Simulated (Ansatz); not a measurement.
Elastic constant C12 (GPa) of solids drawn from the class of elemental solids other than molecular ones, at two levels: PBE (Ansatz, a first-principles code, PAW), and PBEsol (PAW; Ansatz).

```tsv
solid	PBE	PBEsol	shift (%)
fcc Cu	123	147	+19.5
hcp Cd	38.4	46.9	+22
hcp Sc	37.7	38.9	+3.2
bcc Rb	2.63	2.77	+5.3
hcp Y	25.0	24.6	-1.6
hcp Re	266	285	+7.1
hcp Mg	24.2	25.1	+3.7
white tin (β-Sn)	55.7	64.2	+15.3
bcc Na	7.22	7.30	+1.1
bcc Fe	147	177	+20
```

The shifts run from -1.6 % to +22 %, with a median of +6.2 %.

Over all 10 rows PBEsol is the larger in 9.

Ansatz's runs of these crystals have no spin polarisation, but for bcc Fe.

Density-functional runs with spin start from parallel moments for bcc Fe.

Spin–orbit coupling is left out, also for the solids with elements from indium on (hcp Re, white tin (β-Sn)); its size isn't shown.

Each level is taken at its own relaxed cell. Ansatz's density-functional and Hartree–Fock values are scalar-relativistic unless marked +SOC, with PAW data made under PBE.
